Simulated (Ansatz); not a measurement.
**SiH4F (doublet): wave-function methods side by side at distance Si1–H5 along a hydrogen transfer = 1.627 Å, cc-pVDZ**

How much of the correlation energy of SiH4F (doublet) does each wave-function method recover here?

Method: cc-pVDZ, core rule «outside noble gas», up to 6 orbitals frozen; program: Ansatz 0.2.0, Gaussian basis.

To be run: UHF; CCSD(T) on ROHF; CCSD(T) on UHF; BCCD(T) on ROHF; CISD; CCSDT(Q) on ROHF; CCSDT(Q) on UHF; CASSCF and MRCISD+Q, 3 electrons in 3 orbitals; CASSCF and NEVPT2, 3 electrons in 3 orbitals; CASSCF and MRCISD+Q, 15 electrons in 12 orbitals; CASSCF and NEVPT2, 15 electrons in 12 orbitals.

**1. What is computed**

The geometry derives from fragments relaxed apart (PBE0/def2-TZVP) and kept rigid, so it is no stationary point. A hydrogen atom is moved between rigid fragments.

6 atoms, charge 0, spin multiplicity 2.

Atoms are counted from 1 here; the program's logs count them from 0.

Bond lengths: Si1–H2 1.485 Å, Si1–H3 1.485 Å, Si1–H4 1.485 Å, Si1–H5 1.627 Å, H5–F6 1.091 Å. Angles: H2–Si1–H3 109.5°, H2–Si1–H4 109.5°, H2–Si1–H5 109.5°, H3–Si1–H4 109.5°, H3–Si1–H5 109.5°, H4–Si1–H5 109.5°, Si1–H5–F6 180.0°.

**2. UHF**

in.yaml

```yaml
crystal:
  periodic: [false, false, false]
  atoms:
    - {symbol: Si, position_ang: [-1.013020, 0.000000, 0.000000]}
    - {symbol: H, position_ang: [-1.507892, 1.399708, 0.000000]}
    - {symbol: H, position_ang: [-1.507891, -0.699854, 1.212183]}
    - {symbol: H, position_ang: [-1.507892, -0.699854, -1.212183]}
    - {symbol: H, position_ang: [0.613980, 0.000000, 0.000000]}
    - {symbol: F, position_ang: [1.704980, 0.000000, 0.000000]}
basis:
  gaussian: {orbitals: cc-pVDZ}
magnetization: {spin_polarized: true, initial_magnetization: 1}
hamiltonian: {xc: hf}
output: {orbitals: {seedname: orbitals}}
```

Command:

```sh
$ ansatz run in.yaml --threads 1 --pin off --events-out ev --progress --plain --max-ram 2816MiB --backend cpu
```

The runs that follow: CCSD(T) on ROHF; CCSD(T) on UHF; BCCD(T) on ROHF; CISD; CCSDT(Q) on ROHF; CCSDT(Q) on UHF; CASSCF and MRCISD+Q, 3 electrons in 3 orbitals; CASSCF and NEVPT2, 3 electrons in 3 orbitals; CASSCF and MRCISD+Q, 15 electrons in 12 orbitals; CASSCF and NEVPT2, 15 electrons in 12 orbitals.

**Question.** What will the summary of the whole plan be? Wanted: UCCSDT(Q) below the RHF energy; RMP2 from UCCSDT(Q); UMP2 from UCCSDT(Q); RCCSD from UCCSDT(Q); RCCSD(T) from UCCSDT(Q); UCCSD(T) from UCCSDT(Q); RCCSDT(Q) from UCCSDT(Q); MRCISD+Q pair from UCCSDT(Q); NEVPT2 valence from UCCSDT(Q).

**Answer**, as computed:

| quantity | value |
| --- | --- |
| UCCSDT(Q) below the RHF energy | -9.5991 eV |
| RMP2 from UCCSDT(Q) | +23.06 kcal/mol |
| UMP2 from UCCSDT(Q) | +25.32 kcal/mol |
| RCCSD from UCCSDT(Q) | +4.61 kcal/mol |
| RCCSD(T) from UCCSDT(Q) | +0.93 kcal/mol |
| UCCSD(T) from UCCSDT(Q) | +0.94 kcal/mol |
| RCCSDT(Q) from UCCSDT(Q) | +0.02 kcal/mol |
| MRCISD+Q pair from UCCSDT(Q) | +2.96 kcal/mol |
| NEVPT2 valence from UCCSDT(Q) | +31.69 kcal/mol |
| MRCISD+Q valence from UCCSDT(Q) | +2.19 kcal/mol |
| levels within 1 kcal/mol (43 meV) | RCCSD(T), UCCSD(T), BCCD(T), RCCSDT, UCCSDT, RCCSDT(Q) |
| T1 diagnostic | 0.018 |
| effectively unpaired electrons | 1.02 |

**Reading.** RCCSD(T) lands +0.93 kcal/mol from the yardstick (0.4 % of the correlation energy). One determinant dominates. Of the multireference levels listed MRCISD+Q valence comes nearest in total energy (+2.19 kcal/mol), which doesn't show that its space is the better one. These misses are within one basis, not against nature; the frozen cores of restricted and unrestricted runs differ, which can shift their rows.
